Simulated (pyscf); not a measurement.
# Routes from O=Si(Cl)–Cl (SMILES O=[Si](Cl)Cl) + H₂ (SMILES [H][H])

Candidate steps break at most two bonds and form at most two. Each was searched with GFN2-xTB (tblite) first. Single points on ωB97X-D3(BJ)/def2-SVP structures (PySCF, gas phase). Energies: ωB97M-D3(BJ)/def2-TZVP, kJ/mol, from the separated reactants, singlet surface; ΔG‡ with ideal gas, 1 atm, RRHO with modes under 100 cm⁻¹ raised to 100, one conformer, R ln 2 for chiral ones without a mode under 150 cm⁻¹.

```csv
products,type,ΔE‡,ΔE,ΔG‡ 298 K,ΔG‡ 900 K,ν‡ (cm⁻¹)
HO–SiH(Cl)–Cl,addition across a multiple bond or ene-type step,61.3,-222.3,101.5,178.6,1290i
O=SiH–Cl + HCl,four-centre exchange,144.6,+70.0,180.3,252.7,1211i
HO–Si:–Cl [singlet] + HCl,concerted two-bond exchange,309.9,+5.3,338.9,409.6,1316i
Cl–Si:–Cl [singlet] + H₂O,concerted two-bond exchange,313.7,+27.2,338.2,399.3,1509i
```

Row 2: On the product side the descent ends in a complex, 22.6 kJ/mol under the separated species and 90.7 kJ/mol under the saddle at ωB97X-D3(BJ)/def2-TZVP. Row 4: On the product side the descent ends in an adduct with a O–Si contact, 62.9 kJ/mol under the separated species and 351.6 kJ/mol under the saddle at ωB97X-D3(BJ)/def2-TZVP. 

Plain bond fissions and candidates not yet searched are not listed, and one of them may be faster. Each barrier is that of the saddle found; lower ones may exist. 2 of the closed-shell references are unstable towards spin polarisation; treat their single-reference values with care.
